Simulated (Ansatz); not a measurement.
Steps of a relaxation of `BC=S` with RKS PBE0-D4/def2-TZVP.

```sh
$ ansatz run in.yaml --threads 2 --pin off --events-out ev --progress --plain --max-ram 4352MiB
```

```yaml
crystal:
  periodic: [false, false, false]
  atoms:
    - {symbol: B, position_ang: [-0.561519, -0.254847, -0.377120]}
    - {symbol: C, position_ang: [0.650120, 0.484321, 0.197666]}
    - {symbol: S, position_ang: [0.708756, -0.665771, 1.374753]}
    - {symbol: H, position_ang: [-0.400066, -1.072738, -1.266653]}
    - {symbol: H, position_ang: [-1.685084, 0.095949, -0.059561]}
    - {symbol: H, position_ang: [1.329892, 1.348986, 0.084716]}
basis:
  gaussian: {orbitals: def2-TZVP}
hamiltonian: {xc: pbe0, dispersion: d4}
relax: {f_tol: 0.005, max_steps: 150}
```

Positions (Å) and forces (eV/Å) along the path, 8 of 8 steps:

```xyz
6
step=1 energy=-12590.9118 eV
B    -0.562   -0.255   -0.377   -0.211   -0.094   -0.131
C     0.650    0.484    0.198    0.224   -0.267    0.500
S     0.709   -0.666    1.375   -0.069    0.682   -0.736
H    -0.400   -1.073   -1.267   -0.031    0.336    0.384
H    -1.685    0.096   -0.060    0.483   -0.132   -0.101
H     1.330    1.349    0.085   -0.397   -0.525    0.085
6
step=2 energy=-12590.9401 eV
B    -0.562   -0.251   -0.381   -0.076   -0.073   -0.006
C     0.646    0.483    0.195    0.096   -0.236    0.319
S     0.704   -0.660    1.362   -0.040    0.365   -0.392
H    -0.396   -1.064   -1.252   -0.010    0.112    0.101
H    -1.668    0.093   -0.058    0.142   -0.028   -0.041
H     1.319    1.334    0.086   -0.113   -0.140    0.019
6
step=3 energy=-12590.9451 eV
B    -0.562   -0.257   -0.376    0.019    0.026   -0.017
C     0.645    0.477    0.196    0.008    0.018    0.041
S     0.705   -0.651    1.358   -0.033   -0.025   -0.029
H    -0.395   -1.055   -1.250    0.005   -0.034    0.007
H    -1.660    0.095   -0.061   -0.014   -0.007    0.021
H     1.310    1.327    0.087    0.015    0.023   -0.024
6
step=4 energy=-12590.9453 eV
B    -0.561   -0.255   -0.377    0.007   -0.001   -0.001
C     0.646    0.477    0.199   -0.020    0.015   -0.017
S     0.703   -0.655    1.357   -0.013   -0.005   -0.015
H    -0.394   -1.056   -1.249    0.004   -0.013    0.007
H    -1.660    0.096   -0.060   -0.006   -0.004    0.013
H     1.308    1.329    0.083    0.028    0.008    0.013
6
step=5 energy=-12590.9455 eV
B    -0.562   -0.253   -0.379   -0.006   -0.015    0.021
C     0.644    0.480    0.198    0.032    0.017   -0.019
S     0.701   -0.654    1.353   -0.017   -0.015    0.008
H    -0.394   -1.059   -1.246    0.002    0.001   -0.010
H    -1.661    0.094   -0.058   -0.007    0.001    0.001
H     1.313    1.328    0.086   -0.003    0.011   -0.001
6
step=6 energy=-12590.9456 eV
B    -0.562   -0.255   -0.377    0.017    0.000    0.011
C     0.646    0.481    0.197   -0.018   -0.002   -0.006
S     0.696   -0.653    1.352   -0.003   -0.007   -0.004
H    -0.393   -1.057   -1.248    0.000   -0.002    0.002
H    -1.661    0.091   -0.056    0.002    0.005   -0.002
H     1.316    1.328    0.085    0.002    0.005   -0.002
6
step=7 energy=-12590.9456 eV
B    -0.562   -0.256   -0.376    0.014    0.007    0.009
C     0.646    0.482    0.196   -0.009   -0.006   -0.005
S     0.696   -0.654    1.350   -0.002   -0.001   -0.001
H    -0.393   -1.059   -1.246   -0.003    0.000    0.000
H    -1.660    0.093   -0.057   -0.001   -0.002   -0.002
H     1.314    1.330    0.086    0.001    0.002    0.000
6
step=8 energy=-12590.9456 eV
B    -0.561   -0.256   -0.376    0.003    0.001    0.002
C     0.646    0.482    0.196   -0.003   -0.002   -0.001
S     0.696   -0.655    1.350    0.000    0.000    0.000
H    -0.393   -1.059   -1.246    0.000   -0.001   -0.001
H    -1.660    0.093   -0.057   -0.001    0.000    0.000
H     1.315    1.330    0.087    0.001    0.001    0.000
```

It took 7.5 s on 2 threads of an Intel Xeon 6975P-C on a shared host, with 0.2 GiB of host memory at the peak.
